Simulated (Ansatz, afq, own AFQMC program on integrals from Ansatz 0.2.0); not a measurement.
Two steps: Ansatz 0.2.0 writes the Fock matrix and Cholesky factors of the valence space, and afq projects on them the lowest state that overlaps trial and start.

```yaml
crystal:
  periodic: [false, false, false]
  atoms:
    - {symbol: B, position_ang: [0.000000, -0.574747, 0.580143]}
    - {symbol: O, position_ang: [0.000000, 0.353843, -0.376281]}
    - {symbol: H, position_ang: [0.000000, 0.541194, 1.023194]}
    - {symbol: H, position_ang: [0.000000, 0.006765, -1.272874]}
basis:
  gaussian: {orbitals: cc-pVDZ}
magnetization: {spin_polarized: true, initial_magnetization: 1}
correlation: {method: ccsd_t, electrons: outside_noble_gas, hamiltonian_folder: ham}
```

```sh
$ ansatz run in.yaml --threads 1 --pin off --events-out ev --progress --plain --max-ram 1382MiB
```

afq runs on the folder ham with

```
--method phaseless --trial cisd --walkers 60 --populations 1 --least-time 40 --time-step 0.005 --steps-per-block 50 --equilibration-blocks 28 --max-blocks 300 --target-error 0.0004 --factor-cut 1e-05 --start spin_pure --seed 8885 --release-times 0.24,0.51,0.99,1.62,2.4 --release-step 0.03 --release-every 4 --taylor-order 6
```

Times are imaginary, in 1/Eh. The walk had a cap of 1172 s.

afq prints:

```
orbitals 36  electrons 6 5  factors 284 of 346
reference energy -100.58313337 Eh
CCSD correlation -0.28281514 Eh in 13 cycles, weight of the determinant in the CISD state 0.8968
energy of the start -100.865476 Eh
 block  time / (1/Eh)  mean weight  energy / Eh
     1     0.250  1.0009  -100.862310
     2     0.500  0.9989  -100.870884
     3     0.750  1.0014  -100.869360
     4     1.000  0.9990  -100.886499
     5     1.250  0.9990  -100.870320
     7     1.750  0.9994  -100.873933
     9     2.250  1.0038  -100.868607
    17     4.250  0.9991  -100.877637
    33     8.250  0.9989  -100.880044
    49    12.250  1.0008  -100.875773
    65    16.250  1.0002  -100.876178
    81    20.250  1.0002  -100.876992
    97    24.250  0.9988  -100.878677
   113    28.250  0.9970  -100.877193
   129    32.250  0.9996  -100.872271
   145    36.250  1.0012  -100.879771
   161    40.250  0.9997  -100.875471
   177    44.250  1.0019  -100.871904
   193    48.250  0.9981  -100.866844
   209    52.250  0.9985  -100.867662
   225    56.250  0.9969  -100.875612
   241    60.250  1.0001  -100.879669
   257    64.250  1.0003  -100.920185
   273    68.250  0.9988  -100.882948
   289    72.250  0.9978  -100.869640
   305    76.250  1.0004  -100.876560
   321    80.250  1.0042  -100.870649
blocks merged  error / Eh  count
     1  0.000395  300
     2  0.000450  150
     4  0.000459  75
     8  0.000462  37
    16  0.000504  18
    32  0.000515  9
released: time / (1/Eh)  energy / Eh  error  mean overlap
  0.24  -100.876180  0.000461  0.9961
  0.51  -100.875552  0.000478  1.0015
  0.99  -100.875467  0.000519  0.9999
  1.62  -100.874726  0.000584  1.0006
  2.40  -100.874613  0.000692  1.0256
energy -100.875894 +/- 0.000504 Eh
(rows thinned)
```

The run passed its tests (sampling time, drift between the halves within three errors, error under three times the target), which doesn't prove that it has relaxed.

Against this walk (error 13.7 meV) on the same determinant: CCSD(T) 52.5 meV higher, CCSDT(Q) 12.8 meV higher (within the noise). The error is statistical and leaves out the bias of the constraint. Released to 2.40 1/Eh the energy moves by 35 ± 23 meV (both errors), within twice the noise.

Cautions: constraint bias not in the error; error above the target (13.7 against 10.9 meV).

The walk took 8.5 min on 1 thread of Arm Neoverse V1, with other jobs on the host. The log's last line is the phaseless energy.

CCSDT and higher add their correlation energy to the determinant of the CCSD(T) run, since their own runs factorise the integrals more tightly (a shift of under 2 meV). A walk keeps the symmetry of its determinant, which the program's search chose and which needn't be the lowest solution, so a lower state of the same spin and another symmetry isn't excluded.
